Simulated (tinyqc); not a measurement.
Worked calculation (part 2 of 3): UHF in the sto-6g basis, for H2O, spin multiplicity 1. Computed by tinyqc, a small Python program that keeps every step (integrals from PySCF). Command: `OMP_NUM_THREADS=1 python tinyqc.py 25884 25885 out.jsonl` (the two numbers bound the seeds that draw the settings). One thread of a shared host (Intel(R) Xeon(R) Processor @ 2.60GHz), about 0.2 s of CPU time with the checks.

Geometry (angstrom):
```
atom        x         y        z
O     0.00000   0.00000  0.00000
H     0.00000   0.71100  0.65000
H     0.00000  -0.71100  0.65000
```

## Iteration 2: building the Fock matrix

D(alpha) after iteration 1, order 1O 1s, 1O 2s, 1O 2px, 1O 2py, 1O 2pz, 2H 1s, 3H 1s:
$$\begin{pmatrix}
1.04220 & -0.16894 & 0.00000 & 0.00000 & 0.05457 & -0.04169 & -0.04169 \\
-0.16894 & 0.71538 & 0.00000 & 0.00000 & -0.27508 & 0.11700 & 0.11700 \\
0.00000 & 0.00000 & 0.90131 & -0.25906 & 0.00000 & 0.26684 & -0.26684 \\
0.00000 & 0.00000 & -0.25906 & 0.62385 & 0.00000 & 0.17335 & -0.17335 \\
0.05457 & -0.27508 & 0.00000 & 0.00000 & 0.79402 & 0.13555 & 0.13555 \\
-0.04169 & 0.11700 & 0.26684 & 0.17335 & 0.13555 & 0.25942 & -0.12618 \\
-0.04169 & 0.11700 & -0.26684 & -0.17335 & 0.13555 & -0.12618 & 0.25942
\end{pmatrix}$$

D(beta) after iteration 1, order 1O 1s, 1O 2s, 1O 2px, 1O 2py, 1O 2pz, 2H 1s, 3H 1s:
$$\begin{pmatrix}
1.04220 & -0.16894 & 0.00000 & 0.00000 & 0.05457 & -0.04169 & -0.04169 \\
-0.16894 & 0.71538 & 0.00000 & 0.00000 & -0.27508 & 0.11700 & 0.11700 \\
0.00000 & 0.00000 & 0.90131 & 0.25906 & 0.00000 & -0.26684 & 0.26684 \\
0.00000 & 0.00000 & 0.25906 & 0.62385 & 0.00000 & 0.17335 & -0.17335 \\
0.05457 & -0.27508 & 0.00000 & 0.00000 & 0.79402 & 0.13555 & 0.13555 \\
-0.04169 & 0.11700 & -0.26684 & 0.17335 & 0.13555 & 0.25942 & -0.12618 \\
-0.04169 & 0.11700 & 0.26684 & -0.17335 & 0.13555 & -0.12618 & 0.25942
\end{pmatrix}$$

core Hamiltonian H = T + V (hartree), order 1O 1s, 1O 2s, 1O 2px, 1O 2py, 1O 2pz, 2H 1s, 3H 1s:
$$\begin{pmatrix}
-33.02975 & -7.30125 & 0.00000 & 0.00000 & -0.02188 & -1.73864 & -1.73864 \\
-7.30125 & -9.24211 & 0.00000 & 0.00000 & -0.24402 & -3.70756 & -3.70756 \\
0.00000 & 0.00000 & -7.47052 & 0.00000 & 0.00000 & 0.00000 & 0.00000 \\
0.00000 & 0.00000 & 0.00000 & -7.60533 & 0.00000 & -1.87688 & 1.87688 \\
-0.02188 & -0.24402 & 0.00000 & 0.00000 & -7.58319 & -1.80291 & -1.80291 \\
-1.73864 & -3.70756 & 0.00000 & -1.87688 & -1.80291 & -5.07898 & -1.79529 \\
-1.73864 & -3.70756 & 0.00000 & 1.87688 & -1.80291 & -1.79529 & -5.07898
\end{pmatrix}$$

nuclear repulsion = 9.1611915 hartree

Given earlier and not repeated: Two-electron integrals (ij|kl) in chemists' order.

J_ij = sum D_kl (ij|kl) with D = D(alpha) + D(beta), K_ij = sum D_kl (ik|jl) for each spin; F = H + J - K(s); E = tr D H + tr D J / 2 - 0.5 sum_s tr D(s) K(s) + E_nn.

Coulomb J (hartree), order 1O 1s, 1O 2s, 1O 2px, 1O 2py, 1O 2pz, 2H 1s, 3H 1s:
$$\begin{pmatrix}
17.57309 & 3.13277 & 0.00000 & 0.00000 & -0.00932 & 0.76232 & 0.76232 \\
3.13277 & 8.28160 & 0.00000 & 0.00000 & 0.02328 & 3.28246 & 3.28246 \\
0.00000 & 0.00000 & 8.26220 & 0.00000 & 0.00000 & 0.00000 & 0.00000 \\
0.00000 & 0.00000 & 0.00000 & 8.28439 & 0.00000 & 1.83614 & -1.83614 \\
-0.00932 & 0.02328 & 0.00000 & 0.00000 & 8.29821 & 1.69590 & 1.69590 \\
0.76232 & 3.28246 & 0.00000 & 1.83614 & 1.69590 & 5.12083 & 1.61192 \\
0.76232 & 3.28246 & 0.00000 & -1.83614 & 1.69590 & 1.61192 & 5.12083
\end{pmatrix}$$

exchange K(alpha) (hartree), order 1O 1s, 1O 2s, 1O 2px, 1O 2py, 1O 2pz, 2H 1s, 3H 1s:
$$\begin{pmatrix}
4.89634 & 0.77372 & 0.00000 & 0.00000 & 0.00099 & 0.19994 & 0.19994 \\
0.77372 & 1.27834 & 0.00000 & 0.00000 & -0.06606 & 0.57359 & 0.57359 \\
0.00000 & 0.00000 & 1.04556 & -0.11831 & 0.00000 & 0.04059 & -0.04059 \\
0.00000 & 0.00000 & -0.11831 & 1.00170 & 0.00000 & 0.31818 & -0.31818 \\
0.00099 & -0.06606 & 0.00000 & 0.00000 & 1.07901 & 0.27494 & 0.27494 \\
0.19994 & 0.57359 & 0.04059 & 0.31818 & 0.27494 & 0.60830 & 0.25022 \\
0.19994 & 0.57359 & -0.04059 & -0.31818 & 0.27494 & 0.25022 & 0.60830
\end{pmatrix}$$

exchange K(beta) (hartree), order 1O 1s, 1O 2s, 1O 2px, 1O 2py, 1O 2pz, 2H 1s, 3H 1s:
$$\begin{pmatrix}
4.89634 & 0.77372 & 0.00000 & 0.00000 & 0.00099 & 0.19994 & 0.19994 \\
0.77372 & 1.27834 & 0.00000 & 0.00000 & -0.06606 & 0.57359 & 0.57359 \\
0.00000 & 0.00000 & 1.04556 & 0.11831 & 0.00000 & -0.04059 & 0.04059 \\
0.00000 & 0.00000 & 0.11831 & 1.00170 & 0.00000 & 0.31818 & -0.31818 \\
0.00099 & -0.06606 & 0.00000 & 0.00000 & 1.07901 & 0.27494 & 0.27494 \\
0.19994 & 0.57359 & -0.04059 & 0.31818 & 0.27494 & 0.60830 & 0.25022 \\
0.19994 & 0.57359 & 0.04059 & -0.31818 & 0.27494 & 0.25022 & 0.60830
\end{pmatrix}$$

F(alpha) (hartree), order 1O 1s, 1O 2s, 1O 2px, 1O 2py, 1O 2pz, 2H 1s, 3H 1s:
$$\begin{pmatrix}
-20.35300 & -4.94220 & 0.00000 & 0.00000 & -0.03219 & -1.17625 & -1.17625 \\
-4.94220 & -2.23884 & 0.00000 & 0.00000 & -0.15468 & -0.99868 & -0.99868 \\
0.00000 & 0.00000 & -0.25388 & 0.11831 & 0.00000 & -0.04059 & 0.04059 \\
0.00000 & 0.00000 & 0.11831 & -0.32265 & 0.00000 & -0.35891 & 0.35891 \\
-0.03219 & -0.15468 & 0.00000 & 0.00000 & -0.36399 & -0.38194 & -0.38194 \\
-1.17625 & -0.99868 & -0.04059 & -0.35891 & -0.38194 & -0.56645 & -0.43359 \\
-1.17625 & -0.99868 & 0.04059 & 0.35891 & -0.38194 & -0.43359 & -0.56645
\end{pmatrix}$$

F(beta) (hartree), order 1O 1s, 1O 2s, 1O 2px, 1O 2py, 1O 2pz, 2H 1s, 3H 1s:
$$\begin{pmatrix}
-20.35300 & -4.94220 & 0.00000 & 0.00000 & -0.03219 & -1.17625 & -1.17625 \\
-4.94220 & -2.23884 & 0.00000 & 0.00000 & -0.15468 & -0.99868 & -0.99868 \\
0.00000 & 0.00000 & -0.25388 & -0.11831 & 0.00000 & 0.04059 & -0.04059 \\
0.00000 & 0.00000 & -0.11831 & -0.32265 & 0.00000 & -0.35891 & 0.35891 \\
-0.03219 & -0.15468 & 0.00000 & 0.00000 & -0.36399 & -0.38194 & -0.38194 \\
-1.17625 & -0.99868 & 0.04059 & -0.35891 & -0.38194 & -0.56645 & -0.43359 \\
-1.17625 & -0.99868 & -0.04059 & 0.35891 & -0.38194 & -0.43359 & -0.56645
\end{pmatrix}$$

total energy of this density = -75.4779573 hartree

## Iteration 2: DIIS over 2 matrices

error matrix X^T (FDS - SDF) X (alpha):
$$\begin{pmatrix}
0.00000 & -0.01816 & 0.00000 & 0.00000 & -0.02401 & 0.02606 & 0.02606 \\
0.01816 & 0.00000 & 0.00000 & 0.00000 & 0.10009 & -0.06698 & -0.06698 \\
0.00000 & 0.00000 & 0.00000 & 0.11250 & 0.00000 & -0.05874 & 0.05874 \\
0.00000 & 0.00000 & -0.11250 & 0.00000 & 0.00000 & 0.10077 & -0.10077 \\
0.02401 & -0.10009 & 0.00000 & 0.00000 & 0.00000 & 0.05510 & 0.05510 \\
-0.02606 & 0.06698 & 0.05874 & -0.10077 & -0.05510 & 0.00000 & 0.00000 \\
-0.02606 & 0.06698 & -0.05874 & 0.10077 & -0.05510 & 0.00000 & 0.00000
\end{pmatrix}$$

B (overlaps of the stored error matrices):
$$\begin{pmatrix}
1.0369777e+00 & 4.2098023e-01 \\
4.2098023e-01 & 2.6876597e-01
\end{pmatrix}$$

Minimise |sum c_i e_i|^2 with sum c_i = 1: solve [B -1; -1 0][c; lambda] = [0; -1] with B_ij = tr e_i^T e_j summed over both spins, and take F = sum c_i F_i.

DIIS coefficients: [-0.32820, 1.32820]

extrapolated F(alpha) (hartree), order 1O 1s, 1O 2s, 1O 2px, 1O 2py, 1O 2pz, 2H 1s, 3H 1s:
$$\begin{pmatrix}
-20.37693 & -4.94317 & 0.00000 & 0.00000 & -0.03122 & -1.17753 & -1.17753 \\
-4.94317 & -2.25900 & 0.00000 & 0.00000 & -0.15040 & -1.00157 & -1.00157 \\
0.00000 & 0.00000 & -0.27847 & 0.12132 & 0.00000 & -0.03450 & 0.03450 \\
0.00000 & 0.00000 & 0.12132 & -0.31679 & 0.00000 & -0.36380 & 0.36380 \\
-0.03122 & -0.15040 & 0.00000 & 0.00000 & -0.36754 & -0.38632 & -0.38632 \\
-1.17753 & -1.00157 & -0.03450 & -0.36380 & -0.38632 & -0.57118 & -0.43115 \\
-1.17753 & -1.00157 & 0.03450 & 0.36380 & -0.38632 & -0.43115 & -0.57118
\end{pmatrix}$$

extrapolated F(beta) (hartree), order 1O 1s, 1O 2s, 1O 2px, 1O 2py, 1O 2pz, 2H 1s, 3H 1s:
$$\begin{pmatrix}
-20.37693 & -4.94317 & 0.00000 & 0.00000 & -0.03122 & -1.17753 & -1.17753 \\
-4.94317 & -2.25900 & 0.00000 & 0.00000 & -0.15040 & -1.00157 & -1.00157 \\
0.00000 & 0.00000 & -0.27847 & -0.12132 & 0.00000 & 0.03450 & -0.03450 \\
0.00000 & 0.00000 & -0.12132 & -0.31679 & 0.00000 & -0.36380 & 0.36380 \\
-0.03122 & -0.15040 & 0.00000 & 0.00000 & -0.36754 & -0.38632 & -0.38632 \\
-1.17753 & -1.00157 & 0.03450 & -0.36380 & -0.38632 & -0.57118 & -0.43115 \\
-1.17753 & -1.00157 & -0.03450 & 0.36380 & -0.38632 & -0.43115 & -0.57118
\end{pmatrix}$$

## Iteration 2: diagonalisation and new density

X, order 1O 1s, 1O 2s, 1O 2px, 1O 2py, 1O 2pz, 2H 1s, 3H 1s:
$$\begin{pmatrix}
1.02279 & -0.13813 & 0.00000 & 0.00000 & -0.01009 & 0.01951 & 0.01951 \\
-0.13813 & 1.23940 & 0.00000 & 0.00000 & 0.11958 & -0.28925 & -0.28925 \\
0.00000 & 0.00000 & 1.00000 & 0.00000 & 0.00000 & 0.00000 & 0.00000 \\
0.00000 & 0.00000 & 0.00000 & 1.09941 & 0.00000 & -0.21818 & 0.21818 \\
-0.01009 & 0.11958 & 0.00000 & 0.00000 & 1.06543 & -0.15876 & -0.15876 \\
0.01951 & -0.28925 & 0.00000 & -0.21818 & -0.15876 & 1.21078 & -0.10578 \\
0.01951 & -0.28925 & 0.00000 & 0.21818 & -0.15876 & -0.10578 & 1.21078
\end{pmatrix}$$

overlap S, order 1O 1s, 1O 2s, 1O 2px, 1O 2py, 1O 2pz, 2H 1s, 3H 1s:
$$\begin{pmatrix}
1.00000 & 0.23114 & 0.00000 & 0.00000 & 0.00000 & 0.05466 & 0.05466 \\
0.23114 & 1.00000 & 0.00000 & 0.00000 & 0.00000 & 0.47278 & 0.47278 \\
0.00000 & 0.00000 & 1.00000 & 0.00000 & 0.00000 & 0.00000 & 0.00000 \\
0.00000 & 0.00000 & 0.00000 & 1.00000 & 0.00000 & 0.28827 & -0.28827 \\
0.00000 & 0.00000 & 0.00000 & 0.00000 & 1.00000 & 0.26353 & 0.26353 \\
0.05466 & 0.47278 & 0.00000 & 0.28827 & 0.26353 & 1.00000 & 0.28692 \\
0.05466 & 0.47278 & 0.00000 & -0.28827 & 0.26353 & 0.28692 & 1.00000
\end{pmatrix}$$

A level shift of 1 hartree raises the virtual space: F + shift (S - S D(s) S), with D(s) the density of one spin. Diagonalise F' = X^T F X, C = X C', fill 5 alpha and 5 beta electrons from the bottom; D(s) = C_occ C_occ^T. Each column has its largest component positive (the first on a tie).

F' = X^T F X (alpha) (hartree):
$$\begin{pmatrix}
-20.04284 & -2.54154 & 0.00000 & 0.00000 & -0.06966 & -0.17256 & -0.17256 \\
-2.54154 & -0.81021 & 0.00000 & 0.00000 & 0.29991 & -0.80477 & -0.80477 \\
0.00000 & 0.00000 & -0.17978 & 0.31455 & 0.00000 & -0.24704 & 0.24704 \\
0.00000 & 0.00000 & 0.31455 & 0.23245 & 0.00000 & -0.73982 & 0.73982 \\
-0.06966 & 0.29991 & 0.00000 & 0.00000 & -0.05493 & -0.53961 & -0.53961 \\
-0.17256 & -0.80477 & -0.24704 & -0.73982 & -0.53961 & 0.62394 & -0.14285 \\
-0.17256 & -0.80477 & 0.24704 & 0.73982 & -0.53961 & -0.14285 & 0.62394
\end{pmatrix}$$

orbital energies (alpha) (hartree): MO1 -20.38039, MO2 -1.22319, MO3 -0.58407, MO4 -0.42174, MO5 -0.29313, MO6 1.59843, MO7 1.69665

coefficients C (alpha), order 1O 1s, 1O 2s, 1O 2px, 1O 2py, 1O 2pz, 2H 1s, 3H 1s:
$$\begin{pmatrix}
0.99651 & -0.21056 & 0.00000 & 0.09700 & 0.00000 & -0.13873 & 0.00000 \\
0.01653 & 0.76870 & 0.00000 & -0.49131 & 0.00000 & 0.95092 & 0.00000 \\
0.00000 & 0.00000 & -0.11195 & 0.00000 & 0.96368 & 0.00000 & 0.24248 \\
0.00000 & 0.00000 & 0.69679 & 0.00000 & -0.14379 & 0.00000 & 0.89314 \\
0.00363 & 0.14907 & 0.00000 & 0.83177 & 0.00000 & 0.69705 & 0.00000 \\
-0.00389 & 0.20056 & 0.37506 & 0.18179 & 0.25535 & -0.80404 & -0.84167 \\
-0.00389 & 0.20056 & -0.37506 & 0.18179 & -0.25535 & -0.80404 & 0.84167
\end{pmatrix}$$

F' = X^T F X (beta) (hartree):
$$\begin{pmatrix}
-20.04284 & -2.54154 & 0.00000 & 0.00000 & -0.06966 & -0.17256 & -0.17256 \\
-2.54154 & -0.81021 & 0.00000 & 0.00000 & 0.29991 & -0.80477 & -0.80477 \\
0.00000 & 0.00000 & -0.17978 & -0.31455 & 0.00000 & 0.24704 & -0.24704 \\
0.00000 & 0.00000 & -0.31455 & 0.23245 & 0.00000 & -0.73982 & 0.73982 \\
-0.06966 & 0.29991 & 0.00000 & 0.00000 & -0.05493 & -0.53961 & -0.53961 \\
-0.17256 & -0.80477 & 0.24704 & -0.73982 & -0.53961 & 0.62394 & -0.14285 \\
-0.17256 & -0.80477 & -0.24704 & 0.73982 & -0.53961 & -0.14285 & 0.62394
\end{pmatrix}$$

orbital energies (beta) (hartree): MO1 -20.38039, MO2 -1.22319, MO3 -0.58407, MO4 -0.42174, MO5 -0.29313, MO6 1.59843, MO7 1.69665

coefficients C (beta), order 1O 1s, 1O 2s, 1O 2px, 1O 2py, 1O 2pz, 2H 1s, 3H 1s:
$$\begin{pmatrix}
0.99651 & -0.21056 & 0.00000 & 0.09700 & 0.00000 & -0.13873 & 0.00000 \\
0.01653 & 0.76870 & 0.00000 & -0.49131 & 0.00000 & 0.95092 & 0.00000 \\
0.00000 & 0.00000 & 0.11195 & 0.00000 & 0.96368 & 0.00000 & -0.24248 \\
0.00000 & 0.00000 & 0.69679 & 0.00000 & 0.14379 & 0.00000 & 0.89314 \\
0.00363 & 0.14907 & 0.00000 & 0.83177 & 0.00000 & 0.69705 & 0.00000 \\
-0.00389 & 0.20056 & 0.37506 & 0.18179 & -0.25535 & -0.80404 & -0.84167 \\
-0.00389 & 0.20056 & -0.37506 & 0.18179 & 0.25535 & -0.80404 & 0.84167
\end{pmatrix}$$

D(alpha) after iteration 2, order 1O 1s, 1O 2s, 1O 2px, 1O 2py, 1O 2pz, 2H 1s, 3H 1s:
$$\begin{pmatrix}
1.04679 & -0.19304 & 0.00000 & 0.00000 & 0.05292 & -0.02847 & -0.02847 \\
-0.19304 & 0.83256 & 0.00000 & 0.00000 & -0.29401 & 0.06479 & 0.06479 \\
0.00000 & 0.00000 & 0.94120 & -0.21657 & 0.00000 & 0.20409 & -0.20409 \\
0.00000 & 0.00000 & -0.21657 & 0.50619 & 0.00000 & 0.22462 & -0.22462 \\
0.05292 & -0.29401 & 0.00000 & 0.00000 & 0.71407 & 0.18109 & 0.18109 \\
-0.02847 & 0.06479 & 0.20409 & 0.22462 & 0.18109 & 0.27916 & -0.13258 \\
-0.02847 & 0.06479 & -0.20409 & -0.22462 & 0.18109 & -0.13258 & 0.27916
\end{pmatrix}$$

D(beta) after iteration 2, order 1O 1s, 1O 2s, 1O 2px, 1O 2py, 1O 2pz, 2H 1s, 3H 1s:
$$\begin{pmatrix}
1.04679 & -0.19304 & 0.00000 & 0.00000 & 0.05292 & -0.02847 & -0.02847 \\
-0.19304 & 0.83256 & 0.00000 & 0.00000 & -0.29401 & 0.06479 & 0.06479 \\
0.00000 & 0.00000 & 0.94120 & 0.21657 & 0.00000 & -0.20409 & 0.20409 \\
0.00000 & 0.00000 & 0.21657 & 0.50619 & 0.00000 & 0.22462 & -0.22462 \\
0.05292 & -0.29401 & 0.00000 & 0.00000 & 0.71407 & 0.18109 & 0.18109 \\
-0.02847 & 0.06479 & -0.20409 & 0.22462 & 0.18109 & 0.27916 & -0.13258 \\
-0.02847 & 0.06479 & 0.20409 & -0.22462 & 0.18109 & -0.13258 & 0.27916
\end{pmatrix}$$

## Iteration 17 (converged): orbitals

converged F(alpha) (hartree), order 1O 1s, 1O 2s, 1O 2px, 1O 2py, 1O 2pz, 2H 1s, 3H 1s:
$$\begin{pmatrix}
-20.51241 & -4.96562 & 0.00000 & 0.00000 & -0.02941 & -1.18266 & -1.18266 \\
-4.96562 & -2.34868 & 0.00000 & 0.00000 & -0.13576 & -1.00741 & -1.00741 \\
0.00000 & 0.00000 & -0.40321 & 0.00001 & 0.00000 & 0.00000 & 0.00000 \\
0.00000 & 0.00000 & 0.00001 & -0.31552 & 0.00000 & -0.37240 & 0.37240 \\
-0.02941 & -0.13576 & 0.00000 & 0.00000 & -0.36465 & -0.40114 & -0.40114 \\
-1.18266 & -1.00741 & 0.00000 & -0.37240 & -0.40114 & -0.58157 & -0.43055 \\
-1.18266 & -1.00741 & 0.00000 & 0.37240 & -0.40114 & -0.43055 & -0.58157
\end{pmatrix}$$

converged F(beta) (hartree), order 1O 1s, 1O 2s, 1O 2px, 1O 2py, 1O 2pz, 2H 1s, 3H 1s:
$$\begin{pmatrix}
-20.51241 & -4.96562 & 0.00000 & 0.00000 & -0.02941 & -1.18266 & -1.18266 \\
-4.96562 & -2.34868 & 0.00000 & 0.00000 & -0.13576 & -1.00741 & -1.00741 \\
0.00000 & 0.00000 & -0.40321 & -0.00001 & 0.00000 & 0.00000 & 0.00000 \\
0.00000 & 0.00000 & -0.00001 & -0.31552 & 0.00000 & -0.37240 & 0.37240 \\
-0.02941 & -0.13576 & 0.00000 & 0.00000 & -0.36465 & -0.40114 & -0.40114 \\
-1.18266 & -1.00741 & 0.00000 & -0.37240 & -0.40114 & -0.58157 & -0.43055 \\
-1.18266 & -1.00741 & 0.00000 & 0.37240 & -0.40114 & -0.43055 & -0.58157
\end{pmatrix}$$

Diagonalise F' = X^T F X, C = X C', fill 5 alpha and 5 beta electrons from the bottom; D(s) = C_occ C_occ^T. Each column has its largest component positive (the first on a tie).

F' = X^T F X (alpha) (hartree):
$$\begin{pmatrix}
-20.18343 & -2.50457 & 0.00000 & 0.00000 & -0.04773 & -0.20725 & -0.20725 \\
-2.50457 & -1.20176 & 0.00000 & 0.00000 & 0.12104 & -0.50435 & -0.50435 \\
0.00000 & 0.00000 & -0.40321 & 0.00001 & 0.00000 & 0.00000 & 0.00000 \\
0.00000 & 0.00000 & 0.00001 & -0.03845 & 0.00000 & -0.45541 & 0.45541 \\
-0.04773 & 0.12104 & 0.00000 & 0.00000 & -0.18226 & -0.35542 & -0.35542 \\
-0.20725 & -0.50435 & 0.00000 & -0.45541 & -0.35542 & 0.01411 & -0.12196 \\
-0.20725 & -0.50435 & 0.00000 & 0.45541 & -0.35542 & -0.12196 & 0.01411
\end{pmatrix}$$

orbital energies (alpha) (hartree): MO1 -20.51560, MO2 -1.28376, MO3 -0.60113, MO4 -0.48051, MO5 -0.40321, MO6 0.60456, MO7 0.69875

coefficients C (alpha), order 1O 1s, 1O 2s, 1O 2px, 1O 2py, 1O 2pz, 2H 1s, 3H 1s:
$$\begin{pmatrix}
0.99667 & -0.22117 & 0.00000 & 0.10080 & 0.00000 & -0.11666 & 0.00000 \\
0.01580 & 0.83715 & 0.00000 & -0.55885 & 0.00000 & 0.85055 & 0.00000 \\
0.00000 & 0.00000 & -0.00001 & 0.00000 & 1.00000 & 0.00000 & 0.00001 \\
0.00000 & 0.00000 & 0.62494 & 0.00000 & 0.00000 & 0.00000 & 0.95569 \\
0.00338 & 0.13748 & 0.00000 & 0.74715 & 0.00000 & 0.78918 & 0.00000 \\
-0.00367 & 0.15288 & 0.44820 & 0.29046 & 0.00001 & -0.78231 & -0.84463 \\
-0.00367 & 0.15288 & -0.44820 & 0.29046 & -0.00001 & -0.78231 & 0.84463
\end{pmatrix}$$

F' = X^T F X (beta) (hartree):
$$\begin{pmatrix}
-20.18343 & -2.50457 & 0.00000 & 0.00000 & -0.04773 & -0.20725 & -0.20725 \\
-2.50457 & -1.20176 & 0.00000 & 0.00000 & 0.12104 & -0.50435 & -0.50435 \\
0.00000 & 0.00000 & -0.40321 & -0.00001 & 0.00000 & 0.00000 & 0.00000 \\
0.00000 & 0.00000 & -0.00001 & -0.03845 & 0.00000 & -0.45541 & 0.45541 \\
-0.04773 & 0.12104 & 0.00000 & 0.00000 & -0.18226 & -0.35542 & -0.35542 \\
-0.20725 & -0.50435 & 0.00000 & -0.45541 & -0.35542 & 0.01411 & -0.12196 \\
-0.20725 & -0.50435 & 0.00000 & 0.45541 & -0.35542 & -0.12196 & 0.01411
\end{pmatrix}$$

orbital energies (beta) (hartree): MO1 -20.51560, MO2 -1.28376, MO3 -0.60113, MO4 -0.48051, MO5 -0.40321, MO6 0.60456, MO7 0.69875

coefficients C (beta), order 1O 1s, 1O 2s, 1O 2px, 1O 2py, 1O 2pz, 2H 1s, 3H 1s:
$$\begin{pmatrix}
0.99667 & -0.22117 & 0.00000 & 0.10080 & 0.00000 & -0.11666 & 0.00000 \\
0.01580 & 0.83715 & 0.00000 & -0.55885 & 0.00000 & 0.85055 & 0.00000 \\
0.00000 & 0.00000 & 0.00001 & 0.00000 & 1.00000 & 0.00000 & -0.00001 \\
0.00000 & 0.00000 & 0.62494 & 0.00000 & 0.00000 & 0.00000 & 0.95569 \\
0.00338 & 0.13748 & 0.00000 & 0.74715 & 0.00000 & 0.78918 & 0.00000 \\
-0.00367 & 0.15288 & 0.44820 & 0.29046 & -0.00001 & -0.78231 & -0.84463 \\
-0.00367 & 0.15288 & -0.44820 & 0.29046 & 0.00001 & -0.78231 & 0.84463
\end{pmatrix}$$

D(alpha) after iteration 17, order 1O 1s, 1O 2s, 1O 2px, 1O 2py, 1O 2pz, 2H 1s, 3H 1s:
$$\begin{pmatrix}
1.05242 & -0.22574 & 0.00000 & 0.00000 & 0.04828 & -0.00819 & -0.00819 \\
-0.22574 & 1.01338 & 0.00000 & 0.00000 & -0.30240 & -0.03440 & -0.03440 \\
0.00000 & 0.00000 & 1.00000 & -0.00001 & 0.00000 & 0.00001 & -0.00001 \\
0.00000 & 0.00000 & -0.00001 & 0.39055 & 0.00000 & 0.28009 & -0.28009 \\
0.04828 & -0.30240 & 0.00000 & 0.00000 & 0.57714 & 0.23802 & 0.23802 \\
-0.00819 & -0.03440 & 0.00001 & 0.28009 & 0.23802 & 0.30863 & -0.09313 \\
-0.00819 & -0.03440 & -0.00001 & -0.28009 & 0.23802 & -0.09313 & 0.30863
\end{pmatrix}$$

D(beta) after iteration 17, order 1O 1s, 1O 2s, 1O 2px, 1O 2py, 1O 2pz, 2H 1s, 3H 1s:
$$\begin{pmatrix}
1.05242 & -0.22574 & 0.00000 & 0.00000 & 0.04828 & -0.00819 & -0.00819 \\
-0.22574 & 1.01338 & 0.00000 & 0.00000 & -0.30240 & -0.03440 & -0.03440 \\
0.00000 & 0.00000 & 1.00000 & 0.00001 & 0.00000 & -0.00001 & 0.00001 \\
0.00000 & 0.00000 & 0.00001 & 0.39055 & 0.00000 & 0.28009 & -0.28009 \\
0.04828 & -0.30240 & 0.00000 & 0.00000 & 0.57714 & 0.23802 & 0.23802 \\
-0.00819 & -0.03440 & -0.00001 & 0.28009 & 0.23802 & 0.30863 & -0.09313 \\
-0.00819 & -0.03440 & 0.00001 & -0.28009 & 0.23802 & -0.09313 & 0.30863
\end{pmatrix}$$
